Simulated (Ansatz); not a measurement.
Ca2Ge3Pd: from a trial structure to a relaxed crystal

Theory: DFT PBE, scalar-relativistic, plane waves, PAW in Ansatz.

Ca2Ge3Pd was placed on the MAX phase (312) structure type (P6_3/mmc, No. 194), with Pd in place of Si, Ca in place of C, Ge in place of Ti, at a guessed volume.

The final relaxation ran on this input, with the default PAW datasets:

```yaml
crystal:
  lattice:
    - [3.9034429748, 0.0, 0.0]
    - [-1.9517214874, 3.3804807784, 0.0]
    - [0.0, 0.0, 21.7548734197]
  atoms:
    - { symbol: Ca, position: [0.3333333333, 0.6666666667, 0.9040892224] }
    - { symbol: Ca, position: [0.6666666667, 0.3333333333, 0.4040892224] }
    - { symbol: Ca, position: [0.6666666667, 0.3333333333, 0.0959107776] }
    - { symbol: Ca, position: [0.3333333333, 0.6666666667, 0.5959107776] }
    - { symbol: Ge, position: [0.0, 0.0, 0.5] }
    - { symbol: Ge, position: [0.0, 0.0, 0.0] }
    - { symbol: Ge, position: [0.3333333333, 0.6666666667, 0.3076259548] }
    - { symbol: Ge, position: [0.6666666667, 0.3333333333, 0.8076259548] }
    - { symbol: Ge, position: [0.6666666667, 0.3333333333, 0.6923740452] }
    - { symbol: Ge, position: [0.3333333333, 0.6666666667, 0.1923740452] }
    - { symbol: Pd, position: [0.0, 0.0, 0.25] }
    - { symbol: Pd, position: [0.0, 0.0, 0.75] }
basis:
  ecutwfc: 420
kpoints:
  mp_grid: { grid: [12, 12, 2] }
hamiltonian:
  xc: pbe
scf:
  occupations: { method: gaussian, width: 0.1 }
output:
  forces: true
  stress: true
  eigenvalues: true
relax:
  adjacent_minimum: "off"
  f_tol: 0.01
  max_steps: 80
  cell: { stress_tol: 0.05 }
```

Launched as:

```bash
ansatz run input.yaml --threads 1 --pin off --max-ram 2560MiB --backend cpu --events-out ev --progress --plain --runs-dir out
```

It took 5.4 min on 1 thread of Arm Neoverse V1, on a shared host, peak memory 0.96 GiB.

End of the output:

```
SCF converged after 6 iterations
Free energy (F): -46987.448837 eV
Harris-Foulkes:  -46987.448837 eV  (|F-HF|=5.82e-11)
Internal energy: -46987.418076 eV  (E = F + TS)
E sigma→0 (E₀):  -46987.433457 eV
Entropy (-TS):   -0.030760 eV (-2.563 meV/atom)
Fermi energy:    8.835872 eV
--- Per-component energies (eV) ---
  E_band       = -2021.126959
  E_kinetic    = 2804.579379
  E_local      = -27390.988023  (includes V_loc(G=0)·N_el)
  E_nonlocal   = 3188.870284
  E_hartree    = 11825.037076
  E_xc         = -1339.372105
  E_vxc        = -1494.882468  (∫ρ·V_xc dr)
  E_paw        = -23044.064506  (= ΣΔE_a)
  E_vpaw       = -2778.783073  (= ΣTr[D̂ρ^β])
  E_aug_tail   = 0.002159  (compensation charges beyond the density's cutoff)
  E_ewald      = -13031.482341
  E_smearing   = -0.030760  (= −TS)
  E_closure    = 0.000000  (closes the sum)
  Σ components = -46987.448837   (vs F -46987.448837, Δ=0.00e0)
--- Forces (eV/Å), atoms counted from 1 ---
  atom   1  Ca     0.00000000     0.00000000     0.00186194
  atom   2  Ca     0.00000000     0.00000000     0.00186194
  atom   3  Ca     0.00000000     0.00000000    -0.00186194
  atom   4  Ca     0.00000000     0.00000000    -0.00186194
  atom   5  Ge     0.00000000     0.00000000     0.00000000
  atom   6  Ge     0.00000000     0.00000000     0.00000000
  atom   7  Ge     0.00000000     0.00000000     0.00064472
  atom   8  Ge     0.00000000     0.00000000     0.00064472
  atom   9  Ge     0.00000000     0.00000000    -0.00064472
  atom  10  Ge     0.00000000     0.00000000    -0.00064472
  atom  11  Pd     0.00000000     0.00000000     0.00000000
  atom  12  Pd     0.00000000     0.00000000     0.00000000
  max |Σ_I F_I| component: 2.66e-17 eV/Å
--- Stress (GPa, compression-positive) ---
       -0.002682       0.000000       0.000000
        0.000000      -0.002682       0.000000
        0.000000       0.000000       0.019249
  P = ⅓ Tr σ = 0.0046 GPa (0.046 kbar)
--- Relaxed structure (3 steps of the walk, 3 accepted, 1 SCFs on fresh bases) ---
  F+E_penalty+E_count = -46987.44883671 eV   max|allowed force component| = 1.862e-3 eV/Å   (the final SCF, on the basis selected at the relaxed cell)
  cell:  # Å, volume = 286.9208 Å³
    - [3.897794, 0.000000, 0.000000]
    - [-1.948897, 3.375588, 0.000000]
    - [0.000000, 0.000000, 21.806888]
  atoms:
    - { symbol: Ca, position: [0.333333, 0.666667, 0.902996] }
    - { symbol: Ca, position: [0.666667, 0.333333, 0.402996] }
    - { symbol: Ca, position: [0.666667, 0.333333, 0.097004] }
    - { symbol: Ca, position: [0.333333, 0.666667, 0.597004] }
    - { symbol: Ge, position: [0.000000, 0.000000, 0.5] }
    - { symbol: Ge, position: [0.000000, 0.000000, 0.000000] }
    - { symbol: Ge, position: [0.333333, 0.666667, 0.307839] }
    - { symbol: Ge, position: [0.666667, 0.333333, 0.807839] }
    - { symbol: Ge, position: [0.666667, 0.333333, 0.692161] }
    - { symbol: Ge, position: [0.333333, 0.666667, 0.192161] }
    - { symbol: Pd, position: [0.000000, 0.000000, 0.25] }
    - { symbol: Pd, position: [0.000000, 0.000000, 0.75] }
```

Absolute energies hang on the potentials; compare differences alone.

The result has space group P6_3/mmc (No. 194). Around Ca lie 6 Ge at 3.06–3.09 Å; Ge on Wyckoff site a (2 atoms of the primitive cell) is coordinated by 6 Ca at 3.09 Å; Ge on Wyckoff site f (4 atoms of the primitive cell) is coordinated by 1 Ge at 2.52 Å, 3 Pd at 2.58 Å and 3 Ca at 3.06 Å; Pd is coordinated by 6 Ge at 2.58 Å.

Against the elements it lies at -0.37 eV/atom. The zero of energy is the elements' standard structures at the same level; no fitted shifts are applied.

For metals, differences of a few meV/atom aren't resolved.

A structure relaxed within its symmetry needn't be a true minimum.